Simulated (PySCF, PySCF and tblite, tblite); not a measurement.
# C₃H₇NOS: a path driven as rotation about a bond, and NMR exchange

One table from this session's results is given with a row withheld; the runs are named, their logs left out.

Computed with tblite 0.8.0 (tight binding) and PySCF 2.14.0 (DFT, with response routines of our own); each step states its level. Atoms count from 0 throughout.

### The starting structure

13 atoms, charge 0, multiplicity 1; geometry from: force field or distance geometry start.

Bonds of the start (Å): C0–H6 1.10, C0–H7 1.09, C0–H8 1.09, C0–O1 1.43, C3–H10 1.09, C3–H11 1.10, C3–H9 1.08, C4–H12 1.10, C4–S5 1.68, N2–C3 1.47, N2–C4 1.39, O1–N2 1.41.

The first run:

Job settings and geometry (Å):

```
{"job": {"xc": "GFN2-xTB", "basis": "xTB", "kind": "relax"}, "charge": 0, "multiplicity": 1}
C      1.922800    -0.075100     0.195700
O      0.743500     0.043400     1.001900
N     -0.387100    -0.128100     0.181700
C     -1.100900     1.150700     0.037500
C     -1.039800    -1.321000     0.485200
S     -2.651800    -1.691400     0.210100
H      1.923900     0.713900    -0.571800
H      1.966800    -1.055600    -0.267700
H      2.796600     0.050100     0.837600
H     -0.392800     1.921400    -0.236200
H     -1.876900     1.060900    -0.723400
H     -1.566700     1.397900     1.005300
H     -0.341800    -2.066500     0.894900
```

On the command line:

```bash
$ OMP_NUM_THREADS=1 python ens_run.py task.json out
```

One launch serves the whole session.

Among the steps run: GFN2-xTB relaxation, start minimum; Relaxed scan, rotation; Nudged elastic band, leg 1; Saddle search, leg 1; Saddle search, other pyramid; DFT refinement, start: B3LYP-D3(BJ)/def2-SVP; DFT refinement, end: B3LYP-D3(BJ)/def2-SVP; Shieldings, start: revPBE/pcSseg-1; Shieldings, saddle of leg 1: revPBE/pcSseg-1; Shieldings, end: revPBE/pcSseg-1; Single-point energy: revPBE/pcSseg-1; The path in numbers; Shieldings, start: PBE0/aug-pcSseg-1; Single-point energy, saddle of leg 1: PBE0/aug-pcSseg-1; Shieldings, end: PBE0/aug-pcSseg-1; Single-point energy: PBE0/aug-pcSseg-1; Second level: PBE0/aug-pcSseg-1 + D3(BJ).

One of the session's tables, all rows but one given; the rest of the session is left out.

It belongs to the step «Second level: PBE0/aug-pcSseg-1 + D3(BJ)». Barriers by level (kcal/mol; entropies in cal/(mol K)). Zero-point and thermal terms come from xTB in every row. ΔG‡ leaves symmetry out; the rate counts one path and all 2 saddles; effective ΔG‡, where given, is the barrier that would give that rate by Eyring's equation alone:

| level | ΔE‡ | with zero-point | ΔH‡ | ΔG‡ (298 K) | ΔE of reaction |
| --- | --- | --- | --- | --- | --- |
| GFN2-xTB | 20.65 | 19.83 | 19.37 | 20.35 | 3.02 |
| B3LYP-D3(BJ)/def2-SVP | 21.41 | 20.59 | 20.13 | 21.11 | 1.99 |
| revPBE/pcSseg-1 + D3(BJ) | 20.58 | 19.76 | 19.31 | 20.28 | 2.16 |
| PBE0/aug-pcSseg-1 + D3(BJ) | ? | ? | ? | ? | ? |

Q: Estimate the row for PBE0/aug-pcSseg-1 + D3(BJ) from the others.

The run gave: ΔE‡: 20.70; with zero-point: 19.88; ΔH‡: 19.43; ΔG‡ (298 K): 20.40; ΔE of reaction: 1.84. In the column «ΔE‡» it lies between GFN2-xTB (20.65) and B3LYP-D3(BJ)/def2-SVP (21.41).
